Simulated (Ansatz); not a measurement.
Ansatz (a first-principles code) input (CCSD(T)/6-31G):

Ansatz 0.2 input:
```yaml
crystal:
  periodic: [false, false, false]
  atoms:
    - {symbol: C, position_ang: [-0.97165697, -0.65156654, -0.00520927]}
    - {symbol: C, position_ang: [0.00620844, 0.49447777, 0.00506174]}
    - {symbol: H, position_ang: [-0.45337239, -1.61395950, -0.01586483]}
    - {symbol: H, position_ang: [-1.61078508, -0.57064172, 0.87489567]}
    - {symbol: H, position_ang: [-1.61344761, -0.55262858, -0.88152790]}
    - {symbol: O, position_ang: [1.18378704, 0.45997030, 0.00292278]}
basis:
  gaussian:
    orbitals: 6-31G
magnetization: {spin_polarized: true, initial_magnetization: 1}
correlation: {method: ccsd_t, electrons: outside_noble_gas}
```

Output:

```
Functional definition: HF
integrals: 0.01 GiB planned
426 factors; integrals over basis functions are off by at most 2.0e-4 eV
mean field: 0.06 GiB planned
mean field evaluation 1: about -4139.8298 eV, gradient 2.1e1 eV
mean field evaluation 2: about -4139.8389 eV, gradient 2.1e1 eV
mean field evaluation 4: about -4142.0880 eV, gradient 2.5e0 eV
mean field evaluation 8: about -4142.1666 eV, gradient 2.9e-1 eV
mean field evaluation 16: about -4139.8292 eV, gradient 2.1e1 eV
mean field evaluation 32: about -4139.6192 eV, gradient 3.6e0 eV
mean field evaluation 64: about -4139.0285 eV, gradient 4.2e0 eV
mean field -4142.17606294 eV, -152.2221626453 hartree, gradient 2.5e-6 eV, S^2 0.769252; 3 other end points of the search recorded, 0 dependent functions left out
determinant -4142.17606294 eV, -152.2221626453 hartree, with singles and doubles -4150.57951445 eV, -152.5309837920 hartree
determinant -4140.05526090 eV, -152.1442246078 hartree, with singles and doubles -4148.30589267 eV, -152.4474297329 hartree
3 core orbitals not correlated
reference -4142.17606294 eV, -152.2221626453 hartree; 9, 8 occupied and 21, 22 virtual orbitals, 426 factors
second order -7.91969408 eV of doubles, -0.00000000 eV of singles
coupled cluster: 0.08 GiB planned
cycle   1  -8.40323520 eV  change    2.2e-4 eV  update   1.3e-3
cycle   2  -8.40347442 eV  change   -2.4e-4 eV  update   8.2e-4
cycle   3  -8.40315714 eV  change    3.2e-4 eV  update   3.9e-4
cycle   4  -8.40328162 eV  change   -1.2e-4 eV  update   1.2e-4
cycle   5  -8.40353959 eV  change   -2.6e-4 eV  update   4.4e-5
cycle   6  -8.40362417 eV  change   -8.5e-5 eV  update   1.8e-5
cycle   7  -8.40361452 eV  change    9.7e-6 eV  update   8.1e-6
perturbative correction -0.24763562 eV, -0.0091004412 hartree
Total energy: -4150.82731308 eV, -152.5400902239 hartree
```

It need not be the lowest isomer of its formula.
